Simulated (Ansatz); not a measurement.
**O2F (SMILES [O]OF) at 6 levels**

Aim: a comparison of 6 runs (U-r2SCAN/STO-3G, U-revPBE/STO-3G, UBHLYP/STO-3G, UBLYP/STO-3G, UCCSDT/STO-3G, UCCSD(T)/STO-3G) of O2F. 

The calculation is run with Ansatz 0.2.0.

46 further runs of the same task are left out: 12 that didn't finish, 34 set aside as unsound or not needed.

### 1 The structure to begin with

O2F has 3 atoms, charge 0, and is taken as a doublet. SMILES: `[O]OF`. The O2–O1 distance was set to 2.387 Å, away from the relaxed value. At this shape a bond of the SMILES string is far longer than usual.

A long bond or contact: O2–F3 1.563 Å.

### 2 A single-point energy at U-r2SCAN/STO-3G (run 1)

Input file run.yaml:

```yaml
crystal:
  periodic: [false, false, false]
  atoms:
    - {symbol: O, position_ang: [1.774817, -1.072087, 0.861134]}
    - {symbol: O, position_ang: [0.124690, 0.486900, 0.122000]}
    - {symbol: F, position_ang: [-1.074440, -0.194290, -0.613560]}
basis:
  gaussian: {orbitals: STO-3G}
magnetization: {spin_polarized: true, initial_magnetization: 1}
hamiltonian: {xc: {name: r2SCAN}}
accuracy: high
```

Launch:

```sh
$ ansatz run run.yaml --threads 1 --pin off --max-ram 2610MiB --events-out events.jsonl --progress --plain --runs-dir runs
```

Output:

```text
Warning: RAYON_NUM_THREADS=1 ignored (pool sized by the plan → 1); use --threads N
Functional definition: r2SCAN
  name "r2SCAN"
  parameter k0 = 0.174
  parameter k1 = 0.065
  parameter a1 = 4.9479
  exchange = r2scan_x(k0 = k0, k1 = k1, a1 = a1)
  correlation = r2scan_c
236 factors; integrals over basis functions are off by at most 4.9e-8 eV
mean field evaluation 1: about -6673.2922 eV, gradient 4.9e1 eV
mean field evaluation 2: about -6572.6746 eV, gradient 8.7e0 eV
mean field evaluation 4: about -6637.6758 eV, gradient 4.2e1 eV
mean field evaluation 8: about -6703.2445 eV, gradient 2.7e0 eV
mean field evaluation 16: about -6704.8787 eV, gradient 1.0e-3 eV
mean field evaluation 32: about -6704.8789 eV, gradient 9.5e-3 eV
mean field evaluation 64: about -6704.4177 eV, gradient 6.8e0 eV
mean field evaluation 96: about -6704.8799 eV, gradient 2.1e-1 eV
mean field -6704.87887201 eV, -246.3997538163 hartree, gradient 1.3e-8 eV, S^2 1.686148; 9 other end points of the search recorded, 0 dependent functions left out
reference -6704.87887216 eV, -246.3997538218 hartree; 13, 12 occupied and 2, 3 virtual orbitals, 236 factors
Total energy: -6704.87887216 eV, -246.3997538218 hartree
```

It took 29 s on 1 thread of Arm Neoverse V2, shared host; peak memory 0.17 GiB.

### 3 A single-point energy at U-revPBE/STO-3G (run 2)

Input file in.yaml:

```yaml
crystal:
  periodic: [false, false, false]
  atoms:
    - {symbol: O, position_ang: [1.774817, -1.072087, 0.861134]}
    - {symbol: O, position_ang: [0.124690, 0.486900, 0.122000]}
    - {symbol: F, position_ang: [-1.074440, -0.194290, -0.613560]}
basis:
  gaussian:
    orbitals: STO-3G
magnetization:
  spin_polarized: true
  initial_magnetization: 1
hamiltonian:
  xc: {name: revPBE}
accuracy: high
```

Launch:

```sh
$ ansatz run in.yaml --threads 1 --pin off --max-ram 2610MiB --events-out events.jsonl --progress --plain --runs-dir runs
```

Output, cut to the lines that bear on the results:

```text
Warning: RAYON_NUM_THREADS=1 ignored (pool sized by the plan → 1); use --threads N
Functional definition: revPBE
  name "revPBE"
[...]
236 factors; integrals over basis functions are off by at most 4.9e-8 eV
[...]
mean field -6705.35651705 eV, -246.4173069476 hartree, gradient 2.4e-8 eV, S^2 1.656644; 23 other end points of the search recorded, 0 dependent functions left out
reference -6705.35651796 eV, -246.4173069812 hartree; 13, 12 occupied and 2, 3 virtual orbitals, 236 factors
Total energy: -6705.35651796 eV, -246.4173069812 hartree
```

Run time: 22 s. Hardware: 1 thread of Arm Neoverse V2, shared host; peak memory 0.1 GiB.

Runs 3 to 5 aren't shown in full; the table further down has their settings and results.

### 4 The energy at UCCSD(T)/STO-3G (run 6)

Edit in.yaml of step 3 so:

```diff
@@ -12,4 +12,7 @@
   initial_magnetization: 1
-hamiltonian:
-  xc: {name: revPBE}
+correlation:
+  method: ccsd_t
+  frozen_orbitals: {F: 1, O: 1}
 accuracy: high
+scf:
+  omitted_lower_state_checks: [cluster_reference, increment]
```

Launch:

```sh
$ ansatz run in.yaml --threads 1 --pin off --max-ram 2610MiB --events-out events.jsonl --progress --plain --runs-dir runs
```

Output:

```text
Warning: RAYON_NUM_THREADS=1 ignored (pool sized by the plan → 1); use --threads N
[... 25 lines left out ...]
3 core orbitals not correlated: weight in the atoms' cores, before any rotation towards them, 1.000 or more for the frozen orbitals, at most 0.000 for the correlated occupied ones
[... 218 lines left out ...]
Total energy: -6684.61037130 eV, -245.6549001536 hartree
Checks for a lower state left out: cluster_reference, increment
```

It took 1.3 s on 1 thread of Arm Neoverse V2, shared host.

### 5 All runs side by side

| run | level | frozen core orbitals | energy (Eh) | ⟨S²⟩ | wall time |
| --- | --- | --- | --- | --- | --- |
| 1 | U-r2SCAN/STO-3G | – | -246.399754 | 1.686 | 29 s |
| 2 | U-revPBE/STO-3G | – | -246.417307 | 1.657 | 22 s |
| 3 | UBHLYP/STO-3G | – | -246.407620 | 1.869 | 5.1 s |
| 4 | UBLYP/STO-3G | – | -246.399967 | 1.647 | 31 s |
| 5 | UCCSDT/STO-3G | 3 | -245.655408 | 2.307 | 2.1 s |
| 6 | UCCSD(T)/STO-3G | 3 | -245.654900 | 2.307 | 1.3 s |

### 6 Summary of results

| quantity | value |
| --- | --- |
| run 6: total energy | -245.65490 Eh |
| run 6: correlation energy (3 core orbitals frozen) | -60.2 mEh |
| run 6: (T) correction | -0.27 mEh |
| run 6: ⟨S²⟩ of the reference determinant | 2.307 |
| run 6: T1 diagnostic | 0.059 |

In words: Totals of different functionals can't be ranked against each other. In runs 1, 2, 3, 4, 5, 6 the basis is minimal, so the values are rough. Spin contamination of the reference: run 5 ⟨S²⟩ = 2.31, run 6 ⟨S²⟩ = 2.31, run 3 ⟨S²⟩ = 1.87, run 1 ⟨S²⟩ = 1.69, run 2 ⟨S²⟩ = 1.66, run 4 ⟨S²⟩ = 1.65. Where it is this large, the reference is a mixture of spin states, and values that rest on it are in doubt. All runs together took 90 s, the longest 31 s.
